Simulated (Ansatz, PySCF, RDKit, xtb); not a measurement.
# Which structure has the formula C3H5?

Only the formula C3H5 is given (odd number of electrons). Aim: find the structure of lowest free energy at 600 K, then its properties.

Plan: many cheap relaxations first (GFN2-xTB), then density-functional screening, relaxation at BLYP-D3(BJ)/def2-SVP, vibrations and a final energy. The numbers are computed, not measured.

3 further runs of the same task are left out: 3 set aside as unsound or not needed.

## 1. Possible bonding patterns

All bonding patterns within simple valence rules are listed by program: one Lewis structure each, at most two rings and one unusual centre or charged pair. O–O, O–halogen and N–halogen bonds and N–N–N chains are not drawn. That gives 5 candidates.

| label | SMILES | spin |
| --- | --- | --- |
| c464 | [CH]=CC | doublet |
| c746 | [CH]1CC1 | doublet |
| c800 | C=[C]C | doublet |
| c879 | [CH]C[CH2] | doublet |
| c955 | [CH2]C=C | doublet |

Candidates are built by distance geometry, with a force field where one applies, in up to four conformers (letters a to d).

**Question.** With final energies at CCSD(T)/def2-SVP + MP2/def2-TZVPP - MP2/def2-SVP, which structure will this search put lowest in free energy, and by what margin?

| quantity | value |
| --- | --- |
| lowest structure found | [CH2]C=C, doublet, C2v |
| next finalist | C=[C]C, doublet, 17.2 kcal/mol higher in G |
| share at equilibrium, among the finalists | 100.0 % |
| harmonic wavenumbers, lowest and highest (BLYP-D3(BJ)/def2-SVP) | 420 and 3165 cm⁻¹ |
| rotational constants, same geometry | 1.798, 0.3369, 0.2838 cm⁻¹ |
| dipole moment (PBE0/def2-TZVPD) | 0.04 D |
| HOMO energy (highest over α and β) (PBE0/def2-TZVPD) | -5.94 eV |
| LUMO energy (lowest over α and β) (PBE0/def2-TZVPD) | -2.05 eV |
| lowest excitation (TD-PBE0/def2-SVPD) | 4.03 eV (f = 0.005) |
| strongest of the states computed, same level | 6.24 eV (f = 0.484) |
| vertical ionisation energy (to the singlet cation) | 8.19 eV |
| vertical electron affinity | 0.22 eV |
| vertical quartet less doublet | +5.58 eV |

`[CH2]C=C` comes out lowest. Among the finalists first place is clear (17.2 kcal/mol); structures outside the list aren't covered. GFN2-xTB, HF/STO-3G, r2SCAN-D4/def2-SVP, BLYP-D3(BJ)/def2-SVP, HF/def2-SVP and MP2/def2-SVP already put its bonding pattern lowest among the structures in one piece. The stability test raises a flag; for an open shell a flag towards a general spinor solution can be the free rotation of the spin. The search is not exhaustive (a finite list of starts, one conformer a finalist), so a lower isomer can't be ruled out. Patterns outside the rules of the enumeration were met only by chance.
